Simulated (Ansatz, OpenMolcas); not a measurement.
**The same job for Ansatz**

OpenMolcas 26.06 runs this on CH4FSi (SMILES C[SiH]F):

mol.xyz:
```
7

C     -0.653500     0.389500    -0.298000
Si     0.917400    -0.594100    -0.104100
F      0.640700    -1.812800     0.909600
H     -1.444900    -0.207800    -0.754100
H     -0.470200     1.260900    -0.931700
H     -1.000700     0.738300     0.679600
H      2.011300     0.226000     0.498700
```

mol.input:
```
* CH4FSi Kohn-Sham DFT
>>> EXPORT MOLCAS_PRINT=2

&GATEWAY
  BasLib=$CurrDir
  Coord=mol.xyz
  Basis=aug-cc-pVDZ
  Group=NoSym

&SEWARD
  GridInput
  Grid=UltraFine
  End of Grid

&SCF
  UHF
  Spin=2
  KSDFT=revPBE
  Thresholds=1e-10 1e-07 1e-07 1e-05
  PrOrbitals=1

&ALASKA
```

```bash
$ export MOLCAS_MEM=1860
$ pymolcas mol.input > mol.log
```

(Basis files named in the input come from the Basis Set Exchange and aren't shown.)

Geometry: relaxed at PBE0-D4/def2-TZVP.

The shape isn't stationary at this level (largest force 2.4 eV/Å).

It gives a total energy of -429.763366 Eh.

Task: Write the same calculation for Ansatz 0.2.0 as an input file of the program's own, asking for the energy.

Result: For example:

job.yaml:
```yaml
crystal:
  periodic: [false, false, false]
  atoms:
    - {symbol: C, position_ang: [-0.653500, 0.389500, -0.298000]}
    - {symbol: Si, position_ang: [0.917400, -0.594100, -0.104100]}
    - {symbol: F, position_ang: [0.640700, -1.812800, 0.909600]}
    - {symbol: H, position_ang: [-1.444900, -0.207800, -0.754100]}
    - {symbol: H, position_ang: [-0.470200, 1.260900, -0.931700]}
    - {symbol: H, position_ang: [-1.000700, 0.738300, 0.679600]}
    - {symbol: H, position_ang: [2.011300, 0.226000, 0.498700]}
basis:
  gaussian: {orbitals: aug-cc-pVDZ}
magnetization: {spin_polarized: true, initial_magnetization: 1}
hamiltonian: {xc: {name: revPBE}}
accuracy: high
output: {orbitals: {seedname: orbitals}}
```

```bash
$ ansatz run job.yaml --threads 1 --pin off --max-ram 3480MiB --events-out events.jsonl --progress --plain --runs-dir runs
```

Its energy is -429.763366 Eh, the same as the first but for the last digit, at most.
